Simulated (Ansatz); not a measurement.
in.yaml

```yaml
crystal:
  periodic: [false, false, false]
  atoms:
    - {symbol: Ga, position_ang: [-0.000007, -0.263635, 2.103509]}
    - {symbol: P, position_ang: [0.000002, -0.446508, -0.341417]}
    - {symbol: P, position_ang: [-0.000010, -0.209151, -2.268564]}
    - {symbol: H, position_ang: [0.000015, 0.919293, 0.506472]}
basis:
  gaussian: {orbitals: cc-pVDZ, fitting: {mean_field: def2-universal-jkfit}}
magnetization: {spin_polarized: false, initial_magnetization: 2}
hamiltonian: {xc: {name: B3LYP}}
correlation: {method: ccsd, electrons: outside_noble_gas, diis_vectors: 12}
scf: {lower_state_search: off}
```

```sh
$ ansatz run in.yaml --threads 1 --pin off --events-out ev --progress --plain --max-ram 2393MiB
```

The program prints:

```
these checks for a lower state are left out or cut short: stability, starts, cluster_reference, orbital_swaps, neighbouring_geometries, increment
540 factors; integrals over basis functions are off by at most 3.9e-1 eV
mean field evaluation 1: about -70969.9724 eV, gradient 1.5e1 eV
mean field evaluation 2: about -70969.9723 eV, gradient 1.5e1 eV
mean field evaluation 4: about -70970.5594 eV, gradient 9.6e0 eV
mean field evaluation 8: about -70971.1473 eV, gradient 8.6e-2 eV
mean field evaluation 16: about -70971.1474 eV, gradient 2.9e-5 eV
mean field -70971.14735722 eV, -2608.1415594063 hartree, gradient 7.0e-6 eV, S^2 2.000000; 0 other end points of the search recorded, 0 dependent functions left out
24 core orbitals not correlated: weight in the atoms' cores, before any rotation towards them, 0.998 or more for the frozen orbitals, at most 0.001 for the correlated occupied ones
reference -70890.26304337 eV, -2605.1691156979 hartree; 8, 6 occupied and 36, 38 virtual orbitals, 540 factors
second order -7.80749066 eV of doubles, -0.45030722 eV of singles
cycle   1  -8.36540210 eV  change   -1.1e-1 eV  update   1.2e-1
cycle   2  -8.67116824 eV  change   -3.1e-1 eV  update   5.0e-2
cycle   3  -8.78832627 eV  change   -1.2e-1 eV  update   1.8e-2
cycle   4  -8.79639110 eV  change   -8.1e-3 eV  update   6.7e-3
cycle   5  -8.79894213 eV  change   -2.6e-3 eV  update   3.7e-3
cycle   6  -8.79912444 eV  change   -1.8e-4 eV  update   1.6e-3
cycle   7  -8.79908566 eV  change    3.9e-5 eV  update   6.5e-4
cycle   8  -8.79916037 eV  change   -7.5e-5 eV  update   2.7e-4
cycle   9  -8.79912790 eV  change    3.2e-5 eV  update   1.1e-4
cycle  10  -8.79907624 eV  change    5.2e-5 eV  update   4.6e-5
cycle  11  -8.79907414 eV  change    2.1e-6 eV  update   1.9e-5
cycle  12  -8.79907773 eV  change   -3.6e-6 eV  update   1.1e-5
Total energy: -70899.06212111 eV, -2605.4924758403 hartree
Checks for a lower state left out: stability, starts, cluster_reference, orbital_swaps, neighbouring_geometries, increment
```

Ran on 1 thread of Intel Xeon Platinum 8488C, shared host: 1.9 s wall, 0.22 GiB peak host memory.
